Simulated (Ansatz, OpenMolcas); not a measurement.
# [AlH4]− (SMILES [AlH4-]): methods side by side

[AlH4]− has 5 atoms, charge -1, and is taken as a singlet. SMILES: `[AlH4-]`. The shape comes from GFN2-xTB, which is rough for such elements, and wasn't checked as a minimum.

Quantity: the vertical detachment energy (to the doublet neutral), in eV. The values are calculated.

| level | kind | program | value (eV) | less FCI/6-31G | CPU time (all runs) |
| --- | --- | --- | --- | --- | --- |
| HF/6-31G | Hartree–Fock | Ansatz | 4.03 | -0.16 | 0.51 s |
| BLYP/6-31G | GGA | Ansatz | 3.98 | -0.21 | 5.5 s |
| PBE/6-31G | GGA | Ansatz | 4.09 | -0.10 | 5.6 s |
| r2SCAN/6-31G | meta-GGA | Ansatz | 4.29 | +0.10 | 13 s |
| r2SCAN0/6-31G | hybrid meta-GGA | Ansatz | 4.53 | +0.34 | 12 s |
| wB97X/6-31G | range-separated hybrid | Ansatz | 4.74 | +0.55 | 22 s |
| CCSDT(Q)/6-31G | coupled cluster or CI | Ansatz | 4.19 | 0.00 | 2.4 s |
| FCI/STO-3G, open shells restricted | exact in the basis | OpenMolcas | 0.42 | -3.77 | 5 s |
| FCI/6-31G | exact in the basis | Ansatz | 4.19 | 0.00 | 26 s |

FCI/6-31G is exact within its basis and frozen core, so for wave-function methods in that basis the difference is their error; functionals converge differently with the basis, so for them it is only a difference. Sets without diffuse functions describe the anion poorly. The values span 0.42 to 4.74 eV. All rows use very small basis sets, so none should be taken for the real molecule's value. In so small a basis fixed costs decide the times, and correlated methods can beat functionals. CPU times are rough (shared hosts, several kinds of processor and program).
